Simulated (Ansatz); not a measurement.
# BCl+ (doublet): wave-function methods side by side, def2-QZVPP

One table from this session's results is given with a row withheld; the runs are named, their logs left out.

The runs use Ansatz 0.2.0, Gaussian basis; def2-QZVPP, core rule «outside noble gas», up to 6 orbitals frozen.

To be run: UHF; ROHF; CCSD(T) on UHF.

2 further runs of the same task are left out: 2 set aside as unsound or not needed.

### What is computed

The geometry is a PBE0/def2-TZVP stationary point (not a proven minimum) of the parent state, kept for this charge and spin.

2 atoms, charge 1, spin multiplicity 2.

Atoms are counted from 1 here; the program's logs count them from 0.

Bond lengths: B1–Cl2 1.697 Å.

Set-up of the first run:

The input, in.yaml:

```yaml
crystal:
  periodic: [false, false, false]
  atoms:
    - {symbol: B, position_ang: [0.000000, 0.000000, 0.000000]}
    - {symbol: Cl, position_ang: [0.000000, 0.000000, 1.696600]}
basis:
  gaussian: {orbitals: "def2-QZVPP.json"}
total_charge: 1
magnetization: {spin_polarized: true, initial_magnetization: 1}
hamiltonian: {xc: hf}
output: {orbitals: {seedname: orbitals}}
```

On the command line:

```bash
ansatz run in.yaml --threads 1 --pin off --events-out ev --progress --plain --max-ram 2393MiB
```

Among the steps run: UHF; ROHF; CCSD(T) on UHF.

One of the session's tables, all rows but one given; the rest of the session is left out.

| method | from UCCSD(T) (meV) |
| --- | --- |
| ROHF | +7756.6 |
| UHF | +7717.3 |
| UMP2 | +914.8 |
| UCCSD | ? |
| UCCSD(T) | 0 |

Estimate the missing values for UCCSD.

The run gave: from UCCSD(T) (meV): +415.4. In the column «from UCCSD(T) (meV)» it lies between UCCSD(T) (0) and UMP2 (+914.8).
